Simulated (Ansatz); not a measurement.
Born–Oppenheimer molecular dynamics of HSSi (3 atoms, charge 1, multiplicity 1). It starts from a relaxed structure.

All numbers below come from RKS r2SCAN/6-31G* (Ansatz).

```yaml
ensemble: NVT, Nosé–Hoover chain
time_step: 0.25 fs
steps_asked: 250
set_temperature: 300 K
thermostat: time constant 50 fs, chain length 1
seed: 753937
```

First frame:

```xyz
3
Properties=species:S:1:pos:R:3
Si -0.011 -0.134 -0.021
S 0.137 1.727 0.265
H -0.127 -1.594 -0.244
```

(1) What does the run give?

(2) What happens to the structure?

(3) How do temperature and energy run in time?

## Answers

(1) All steps were run.

```
steps done                                               : 250
time covered                                             : 62.5 fs
mean temperature over the second half                    : 202 K
spread of the potential energy over the second half      : 3.7 meV per atom
mean potential energy of the second half above the start : 7.4 meV per atom
```

The conserved energy stayed within 0.014 meV per atom of its start (net change 0.011 meV per atom), so the integration is sound. The mean temperature of the second half is 33 % below the set value. A run of 0.062 ps of so small a system gives no equilibrium averages. Limits of this set-up: the dipole of an ion depends on the origin.

(2) The same pairs are bonded in the first frame and the last. Pairs count as bonded within 1.25 times the sum of covalent radii (0.12 Å more for H–H). The details hang on the random start.

(3) 
```tsv
time (fs)	T (K)	potential energy less start (eV)	conserved less start (meV/atom)
0.0	300	0.000	0.00
5.0	158	0.018	0.01
10.0	53	0.032	0.01
15.0	166	0.018	0.00
20.0	205	0.014	0.00
25.0	102	0.028	0.01
30.0	85	0.031	0.00
35.0	161	0.022	0.01
40.0	267	0.010	0.01
45.0	276	0.012	0.00
50.0	139	0.032	0.01
55.0	115	0.036	0.01
60.0	275	0.019	0.01
```

Time of the run: 2.9 min on 1 thread of Arm Neoverse V2 (shared host), peak memory 0.08 GiB.
